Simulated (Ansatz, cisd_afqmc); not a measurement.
System: C₂H₂, charge 1, doublet. C2H2+ (parent SMILES C#C, doublet).
B3LYP-D3(BJ)/def2-TZVP minimum from Ansatz (a quantum-chemistry and plane-wave program):
```xyz
4

C      0.0000     0.0000    -0.6217
C      0.0000     0.0000     0.6217
H      0.0000     0.0000     1.7012
H      0.0000     0.0000    -1.7012
```
Charge +1, spin multiplicity 2.

Total energies in cc-pVDZ, 9 correlated electrons, 2 frozen orbitals. Radicals and triplets start from unrestricted determinants; spin-orbit coupling is neglected. Correlated methods leave the cores frozen. No relativity. AFQMC is phaseless with a CISD trial state; ± is one standard error, without the phaseless bias. Outlying blocks are dropped, and bars are widened where a walk drifts. Over all cases where full CI ran beside it in this data, AFQMC minus full CI had a median of +0.1 mEh and passed +0.4 mEh in a tenth of the cases.

```
method         program        energy (Eh)  minus CCSDTQ (mEh)
----------  ----------  -----------------  ------------------
HF              Ansatz          -76.46807              238.39
MP2             Ansatz          -76.67060               35.86
CCSD            Ansatz          -76.69731                9.15
CCSD(T)         Ansatz          -76.70496                1.50
CCSDT(Q)        Ansatz          -76.70646                0.00
CCSDTQ          Ansatz          -76.70646                0.00
AFQMC/CISD  cisd_afqmc  -76.7059 ± 0.0004           0.5 ± 0.4
```

Rough core times of Ansatz's runs on a shared machine: CCSD(T) under 20 s, CCSDT(Q) 20 s, CCSDTQ 10 min.
